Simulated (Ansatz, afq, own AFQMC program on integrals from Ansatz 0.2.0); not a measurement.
**Where AFQMC and coupled cluster stand for ZrSi⁺, sextet**

```xyz
2

Zr    0.0000    0.0000    0.0000
Si    0.0000    0.0000    2.5216
```

Basis def2-TZVP with its core potentials. Only valence electrons are correlated. Ansatz 0.2.0 and our own AFQMC program on the same integrals; the CISD trial comes from CCSD amplitudes, and released means the phaseless constraint is let go. Uncertainties: one standard error, sampling alone. No spin–orbit coupling. The metal's outer-core s and p shells are frozen, which shifts wave-function levels against functionals.

Determinant: UHF, the one that the program's search chose, which needn't be the lowest solution. The geometry is a PBE0/def2-TZVP stationary point of this or a neighbouring charge and spin state.

No full CI on the walks' own integrals is used here; CCSDT(Q) serves as the reference and is uncertain by about the last step of the cluster series.

Cautions: no spin-orbit coupling; outer-core shells of the metal frozen; the released energies have errors that jump between times, so the bars are unsure, so no released level is given (meV from the phaseless value at times in 1/Eh: -7 ± 3 at 0.24, -43 ± 24 at 0.51, -5 ± 20 at 0.99, -37 ± 6 at 1.62, -42 ± 5 at 2.40).

- T1 diagnostic: 0.0365
- weight of the determinant in the CISD state: 0.884
- ⟨S²⟩ of the determinant: 8.758
- size of the correlated space: 7 electrons in 68 orbitals

Reference: CCSDT(Q), correlation energy -3.444 eV.

```tsv
level	E − E(reference) (kJ/mol)	share of correlation (%)
HF	332.3	0.00
MP2	79.7	76.02
CCSD	23.7	92.85
CCSD(T)	5.4	98.37
CCSDT	1.3	99.60
ph-AFQMC/HF	24.9 ± 2.1	92.51
ph-AFQMC/CISD	5.1 ± 0.4	98.47
```

A walk keeps the symmetry of its determinant, which the program's search chose and which needn't be the lowest solution, so a lower state of the same spin and another symmetry isn't excluded.
